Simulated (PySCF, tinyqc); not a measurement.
CID on RHF in the sto-3g basis, frozen core, for LiH, spin multiplicity 1, step by step. The lowest restricted solution is unstable here: a spin-polarised one lies 0.0422 hartree lower (PySCF). One step of it, computed by the program tinyqc.

Question. Iteration 1: building the Fock matrix. J_ij = sum D_kl (ij|kl), K_ij = sum D_kl (ik|jl); F = H + J - 0.5 K; E = tr D H + tr D J / 2 - 0.25 tr D K + E_nn.

D at the start, order 1Li 1s, 1Li 2s, 1Li 2px, 1Li 2py, 1Li 2pz, 2H 1s:
$$\begin{pmatrix}
2.075992 & -0.224551 & 0.000000 & 0.000000 & 0.004071 & -0.022459 \\
-0.224551 & 1.016682 & 0.000000 & 0.000000 & -0.006798 & 0.087062 \\
0.000000 & 0.000000 & 0.000000 & 0.000000 & 0.000000 & 0.000000 \\
0.000000 & 0.000000 & 0.000000 & 0.000000 & 0.000000 & 0.000000 \\
0.004071 & -0.006798 & 0.000000 & 0.000000 & 0.002253 & 0.045240 \\
-0.022459 & 0.087062 & 0.000000 & 0.000000 & 0.045240 & 0.959981
\end{pmatrix}$$

core Hamiltonian H = T + V (hartree), order 1Li 1s, 1Li 2s, 1Li 2px, 1Li 2py, 1Li 2pz, 2H 1s:
$$\begin{pmatrix}
-4.605634 & -1.032697 & 0.000000 & 0.000000 & -0.005862 & -0.023957 \\
-1.032697 & -1.301409 & 0.000000 & 0.000000 & -0.066536 & -0.238832 \\
0.000000 & 0.000000 & -1.058784 & 0.000000 & 0.000000 & 0.000000 \\
0.000000 & 0.000000 & 0.000000 & -1.058784 & 0.000000 & 0.000000 \\
-0.005862 & -0.066536 & 0.000000 & 0.000000 & -1.104727 & -0.350414 \\
-0.023957 & -0.238832 & 0.000000 & 0.000000 & -0.350414 & -1.065194
\end{pmatrix}$$

Two-electron integrals (ij|kl) in chemists' order, unique and non-zero (hartree):
```
(11|11) 1.680395   (21|11) 0.265420   (21|21) 0.049941   (22|11) 0.397727
(22|21) 0.092860   (22|22) 0.290562   (31|31) 0.008981   (32|31) 0.013788
(32|32) 0.064184   (33|11) 0.396640   (33|21) 0.092880   (33|22) 0.290497
(33|33) 0.312946   (41|41) 0.008981   (42|41) 0.013788   (42|42) 0.064184
(43|43) 0.016869   (44|11) 0.396640   (44|21) 0.092880   (44|22) 0.290497
(44|33) 0.279207   (44|44) 0.312946   (51|51) 0.008981   (52|51) 0.013788
(52|52) 0.064184   (53|53) 0.016869   (54|54) 0.016869   (55|11) 0.396640
(55|21) 0.092880   (55|22) 0.290497   (55|33) 0.279207   (55|44) 0.279207
(55|55) 0.312946   (61|11) 0.005390   (61|21) 0.001043   (61|22) 0.002054
(61|33) 0.002021   (61|44) 0.002021   (61|51) 0.000161   (61|52) 0.000324
(61|55) 0.002120   (61|61) 0.000025   (62|11) 0.043614   (62|21) 0.010454
(62|22) 0.039275   (62|33) 0.036902   (62|44) 0.036902   (62|51) 0.001484
(62|52) 0.012468   (62|55) 0.043978   (62|61) 0.000280   (62|62) 0.013032
(63|31) 0.000426   (63|32) 0.002745   (63|53) 0.001412   (63|63) 0.000503
(64|41) 0.000426   (64|42) 0.002745   (64|54) 0.001412   (64|64) 0.000503
(65|11) 0.064098   (65|21) 0.015407   (65|22) 0.058730   (65|33) 0.054836
(65|44) 0.054836   (65|51) 0.002285   (65|52) 0.019420   (65|55) 0.066455
(65|61) 0.000418   (65|62) 0.020436   (65|65) 0.032120   (66|11) 0.199535
(66|21) 0.048112   (66|22) 0.195238   (66|33) 0.181101   (66|44) 0.181101
(66|51) 0.005857   (66|52) 0.064182   (66|55) 0.223213   (66|61) 0.001269
(66|62) 0.089116   (66|65) 0.141877   (66|66) 0.774606
```

nuclear repulsion = 0.59861675 hartree

Give: Coulomb J; exchange K; Fock matrix F; total energy of this density.

Answer.

Coulomb J (hartree), order 1Li 1s, 1Li 2s, 1Li 2px, 1Li 2py, 1Li 2pz, 2H 1s:
$$\begin{pmatrix}
3.9792 & 0.6726 & 0.0000 & 0.0000 & 0.0060 & 0.0141 \\
0.6726 & 1.2795 & 0.0000 & 0.0000 & 0.0648 & 0.2154 \\
0.0000 & 0.0000 & 1.2628 & 0.0000 & 0.0000 & 0.0000 \\
0.0000 & 0.0000 & 0.0000 & 1.2628 & 0.0000 & 0.0000 \\
0.0060 & 0.0648 & 0.0000 & 0.0000 & 1.3056 & 0.3284 \\
0.0141 & 0.2154 & 0.0000 & 0.0000 & 0.3284 & 1.3627
\end{pmatrix}$$

exchange K (hartree), order 1Li 1s, 1Li 2s, 1Li 2px, 1Li 2py, 1Li 2pz, 2H 1s:
$$\begin{pmatrix}
3.4201 & 0.5454 & 0.0000 & 0.0000 & 0.0015 & 0.0132 \\
0.5454 & 0.3775 & 0.0000 & 0.0000 & 0.0263 & 0.1453 \\
0.0000 & 0.0000 & 0.0788 & 0.0000 & 0.0000 & 0.0000 \\
0.0000 & 0.0000 & 0.0000 & 0.0788 & 0.0000 & 0.0000 \\
0.0015 & 0.0263 & 0.0000 & 0.0000 & 0.1185 & 0.1673 \\
0.0132 & 0.1453 & 0.0000 & 0.0000 & 0.1673 & 0.7849
\end{pmatrix}$$

Fock matrix F (hartree), order 1Li 1s, 1Li 2s, 1Li 2px, 1Li 2py, 1Li 2pz, 2H 1s:
$$\begin{pmatrix}
-2.3364 & -0.6328 & 0.0000 & 0.0000 & -0.0006 & -0.0164 \\
-0.6328 & -0.2107 & 0.0000 & 0.0000 & -0.0149 & -0.0961 \\
0.0000 & 0.0000 & 0.1646 & 0.0000 & 0.0000 & 0.0000 \\
0.0000 & 0.0000 & 0.0000 & 0.1646 & 0.0000 & 0.0000 \\
-0.0006 & -0.0149 & 0.0000 & 0.0000 & 0.1416 & -0.1057 \\
-0.0164 & -0.0961 & 0.0000 & 0.0000 & -0.1057 & -0.0949
\end{pmatrix}$$

total energy of this density = -7.608151 hartree

This density is the starting one; it is not idempotent, so its energy is not variational and may lie below the converged one.
